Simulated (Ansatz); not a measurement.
Relaxation of CH4AlCl (7 atoms, charge 0, multiplicity 1), to a largest force component of 0.03 eV/Å in at most 50 steps.

All numbers below come from Ansatz, RKS revPBE/def2-SVP.

```xyz
7
Properties=species:S:1:pos:R:3:forces:R:3
Al 0.241 0.001 -0.112 0.54 0.00 1.21
Cl 0.853 0.011 1.986 -0.87 0.01 0.11
H 1.754 -0.013 -0.472 0.34 -0.01 -1.33
C -1.556 0.002 -0.887 0.01 0.01 -0.01
H -2.102 -0.922 -0.604 -0.01 -0.01 0.00
H -2.149 0.861 -0.507 -0.01 0.00 0.00
H -1.531 0.062 -1.995 0.00 0.00 0.01
```

Question: Where does it end, and by what steps?

Answer: The forces met the threshold. After 4 steps the energy has fallen by 0.459 eV; H3 moved furthest, 0.40 Å.

```csv
step,energy less start (eV),largest force component (eV/Å),accepted
0,0.0000,1.326,yes
1,-0.3358,0.590,yes
2,-0.4517,0.277,yes
3,-0.4582,0.059,yes
4,-0.4588,0.021,yes
```

```xyz
7
Properties=species:S:1:pos:R:3
Al 0.323 0.000 -0.038
Cl 0.527 0.015 2.090
H 1.687 -0.018 -0.865
C -1.475 0.003 -0.827
H -2.032 -0.921 -0.558
H -2.083 0.857 -0.458
H -1.435 0.063 -1.935
```

The run took 4.9 s on 2 threads of Arm Neoverse V2, on a shared host, peak memory 0.14 GiB.
